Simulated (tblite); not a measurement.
Compound: H₇NSi₂.
Bonds: Si1–N2, N2–Si3. Hydrogens: H4, H5, H6 on Si1; H7 on N2; H8, H9, H10 on Si3.

Computed with GFN2-xTB (tblite), gas phase: Langevin dynamics at 600 K from the optimised GFN2-xTB geometry, time step 0.5 fs, friction 0.01 fs⁻¹, 2000 steps. The instantaneous temperature is 2·E(kin)/(3Nk) with all 3N coordinates.

| t (fs) | T (K) | E(pot) above start (eV) | Si1–N2 (Å) | N2–Si3 (Å) | Si1–H4 (Å) |
| --- | --- | --- | --- | --- | --- |
| 0 | 508 | 0.000 | 1.732 | 1.732 | 1.463 |
| 50 | 412 | 0.477 | 1.777 | 1.779 | 1.474 |
| 100 | 430 | 0.387 | 1.827 | 1.766 | 1.468 |
| 150 | 442 | 0.407 | 1.750 | 1.717 | 1.456 |
| 200 | 544 | 0.564 | 1.678 | 1.804 | 1.417 |
| 250 | 602 | 0.565 | 1.772 | 1.697 | 1.449 |
| 300 | 725 | 0.435 | 1.793 | 1.731 | 1.482 |
| 350 | 469 | 0.384 | 1.822 | 1.741 | 1.485 |
| 400 | 325 | 0.571 | 1.752 | 1.775 | 1.450 |
| 450 | 402 | 0.623 | 1.735 | 1.834 | 1.477 |
| 500 | 581 | 0.578 | 1.803 | 1.770 | 1.511 |
| 550 | 593 | 0.868 | 1.824 | 1.821 | 1.485 |
| 600 | 540 | 0.912 | 1.825 | 1.759 | 1.404 |
| 650 | 394 | 0.729 | 1.666 | 1.805 | 1.497 |
| 700 | 531 | 0.492 | 1.829 | 1.712 | 1.490 |
| 750 | 585 | 0.498 | 1.761 | 1.793 | 1.525 |
| 800 | 761 | 0.275 | 1.747 | 1.781 | 1.499 |
| 850 | 568 | 0.698 | 1.813 | 1.798 | 1.412 |
| 900 | 327 | 0.528 | 1.718 | 1.812 | 1.465 |
| 950 | 451 | 0.393 | 1.749 | 1.716 | 1.507 |
| 1000 | 788 | 0.425 | 1.718 | 1.835 | 1.463 |

Q: From 500 fs on, how do temperature and potential energy compare with equipartition?

A: The mean temperature of these 11 frames is 556 K against the target 600 K, and the mean potential energy 0.58 eV against 24 × kT/2 = 0.62 eV for 24 classical harmonic modes. For 10 atoms in a canonical ensemble the temperature itself scatters by T·√(2/(3N)) = 155 K; here its standard deviation is 131 K. The whole run lasts only 10 friction times of 100 fs, so these averages carry a wide statistical error.

Q: What are the kinetic and total energies of the listed frame with the highest potential energy?

A: The one at 600 fs, 0.912 eV above the start. Its kinetic energy is 3NkT/2 = 0.698 eV at 540 K, so the sum is 1.61 eV; over the listed frames the sum runs from 0.66 to 1.63 eV, since the thermostat adds and removes energy.

Q: How much do the listed bonds fluctuate from 500 fs on?

A: 
```
  bond  at the start (Å)  mean (Å)  standard deviation (Å)
Si1–N2             1.732     1.769                   0.052
N2–Si3             1.732     1.782                   0.038
Si1–H4             1.463     1.478                   0.037
```

The motion is classical and holds no zero-point motion.

The cost below is that of the whole dynamics run. Cost: about 19 s of CPU time on one thread; the machine was shared, so the figure is rough.
